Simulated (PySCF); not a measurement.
Isomers of C6H10, mass 82.078 u with the commonest isotopes. Theory: PBE0-D3(BJ)/def2-SVP geometry optimisation, gas phase in PySCF. One conformer each, none proved a minimum here; rigid rotors.

Question: Order these by out-of-plane moment Σ m c² = (Ia + Ib − Ic)/2, smallest first.
A. `[CH2:1]=[CH:2][CH2:3]/[CH:4]=[CH:5]\[CH3:6]` with C1–C2–C3–C4 -115°, C2–C3–C4–C5 -117°
B. `[CH2:1]=[C:2]([CH3:3])[CH:4]1[CH2:5][CH2:6]1` with C1–C2–C4–C5 -35°
C. `[CH2:1]=[CH:2]/[C:3]([CH3:4])=[CH:5]/[CH3:6]` with C1–C2–C3–C4 -1°
D. `[CH3:1][CH:2]([CH3:3])[CH:4]1[CH:5]=[CH:6]1` with C1–C2–C4–C5 -87°

Answer: C (3.15 u·Å²), D (11.39 u·Å²), A (15.16 u·Å²), B (21.38 u·Å²).

Question: Order these by rotational constant A, largest first.
A. `[CH3:1][CH:2]([CH3:3])[CH:4]1[CH:5]=[CH:6]1` with C1–C2–C4–C5 -87°
B. `[CH2:1]=[C:2]([CH3:3])[CH:4]1[CH2:5][CH2:6]1` with C1–C2–C4–C5 -35°
C. `[CH2:1]=[CH:2]/[C:3]([CH3:4])=[CH:5]/[CH3:6]` with C1–C2–C3–C4 -1°
D. `[CH2:1]=[CH:2][CH2:3]/[CH:4]=[CH:5]\[CH3:6]` with C1–C2–C3–C4 -115°, C2–C3–C4–C5 -117°

Answer: D (10892 MHz), C (7905 MHz), B (6613 MHz), A (6237 MHz).

Question: Order these by rotational constant B, smallest first.
A. `[CH2:1]=[CH:2]/[C:3]([CH3:4])=[CH:5]/[CH3:6]` with C1–C2–C3–C4 -1°
B. `[CH3:1][CH:2]([CH3:3])[CH:4]1[CH:5]=[CH:6]1` with C1–C2–C4–C5 -87°
C. `[CH3:1][C:2]#[C:3][CH2:4][CH2:5][CH3:6]` with C3–C4–C5–C6 62°
D. `[CH2:1]=[CH:2][CH2:3]/[CH:4]=[CH:5]\[CH3:6]` with C1–C2–C3–C4 -115°, C2–C3–C4–C5 -117°
E. `[CH2:1]=[C:2]([CH3:3])[CH:4]1[CH2:5][CH2:6]1` with C1–C2–C4–C5 -35° (isopropenylcyclopropane)

Answer: D (1542 MHz), C (1607 MHz), A (2103 MHz), E (2568 MHz), B (2655 MHz).

```tsv
SMILES	point group	Ia (u·Å²)	Ib (u·Å²)	Ic (u·Å²)	κ	μa (D)	μb (D)	μc (D)
C=C/C(C)=C/C	–	63.93	240.27	297.91	-0.87	0.70	0.18	0.01
C=CC/C=C\C	C1	46.40	327.75	343.84	-0.98	0.48	0.24	0.05
CC(C)C1C=C1	Cs	81.03	190.32	248.57	-0.70	0.43	0.00	0.25
CC#CCCC	C1	65.15	314.41	357.25	-0.94	0.07	0.11	0.07
C=C(C)C1CC1	Cs	76.42	196.79	230.44	-0.83	0.18	0.65	0.00
```
